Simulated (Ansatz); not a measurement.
The input, for Ansatz 0.2.0:

```yaml
crystal:
  periodic: [false, false, false]
  atoms:
    - {symbol: Al, position_ang: [0.000000, 0.112363, -0.144406]}
    - {symbol: H, position_ang: [0.000000, -2.072338, -1.138513]}
    - {symbol: H, position_ang: [0.635182, -0.467758, 2.502056]}
    - {symbol: H, position_ang: [-0.635182, -0.467758, 2.502056]}
basis:
  gaussian: {orbitals: cc-pVDZ}
magnetization: {spin_polarized: false, initial_magnetization: 2}
correlation: {method: ccsd_t, electrons: valence}
output: {forces: true}
```

```sh
$ ansatz run in.yaml --threads 1 --pin off --events-out ev --progress --plain --max-ram 2393MiB
```

The program prints:

```
313 factors; integrals over basis functions are off by at most 9.6e-4 eV
mean field evaluation 1: about -6622.5209 eV, gradient 5.6e0 eV
mean field evaluation 2: about -6622.5225 eV, gradient 5.6e0 eV
mean field evaluation 4: about -6623.5115 eV, gradient 2.1e0 eV
mean field evaluation 8: about -6623.7204 eV, gradient 1.5e-1 eV
mean field evaluation 16: about -6623.6903 eV, gradient 1.2e0 eV
mean field evaluation 32: about -6622.9009 eV, gradient 3.3e-2 eV
mean field evaluation 64: about -6623.6119 eV, gradient 9.1e-1 eV
mean field evaluation 96: about -6623.4558 eV, gradient 1.9e0 eV
mean field evaluation 128: about -6620.3799 eV, gradient 2.3e0 eV
mean field evaluation 160: about -6619.5894 eV, gradient 1.7e0 eV
...
cycle   5  -2.93354665 eV  change   -1.6e-3 eV  update   4.2e-4
cycle   6  -2.93394668 eV  change   -4.0e-4 eV  update   1.4e-4
cycle   7  -2.93396238 eV  change   -1.6e-5 eV  update   6.1e-5
cycle   8  -2.93389994 eV  change    6.2e-5 eV  update   3.0e-5
cycle   9  -2.93389349 eV  change    6.4e-6 eV  update   1.1e-5
cycle  10  -2.93389920 eV  change   -5.7e-6 eV  update   5.1e-6
cycle  11  -2.93390405 eV  change   -4.9e-6 eV  update   2.1e-6
cycle  12  -2.93390490 eV  change   -8.5e-7 eV  update   1.1e-6
cycle  13  -2.93390474 eV  change    1.6e-7 eV  update   6.4e-7
cycle  14  -2.93390488 eV  change   -1.4e-7 eV  update   3.6e-7
perturbative correction -0.05366435 eV, -0.0019721285 hartree
the calculation of the forces begins
Total energy: -6626.70855077 eV, -243.5270474964 hartree
Atom 0 at     0.000000     0.112363    -0.144406 Å, force    -0.000000    -0.791399    -0.003307 eV/Å
Atom 1 at     0.000000    -2.072338    -1.138513 Å, force     0.000000     0.725086     0.338655 eV/Å
Atom 2 at     0.635182    -0.467758     2.502056 Å, force    -3.948541     0.033157    -0.167674 eV/Å
Atom 3 at    -0.635182    -0.467758     2.502056 Å, force     3.948541     0.033157    -0.167674 eV/Å
Dipole moment:    -0.000000     0.066140     0.017641 e Å
```

Forces (eV/Å):
```
Al   0.000 -0.791 -0.003
H    0.000  0.725  0.339
H   -3.949  0.033 -0.168
H    3.949  0.033 -0.168
```

Ran on 1 thread of Arm Neoverse V1, shared host: 2.4 s wall, 0.1 GiB peak host memory.
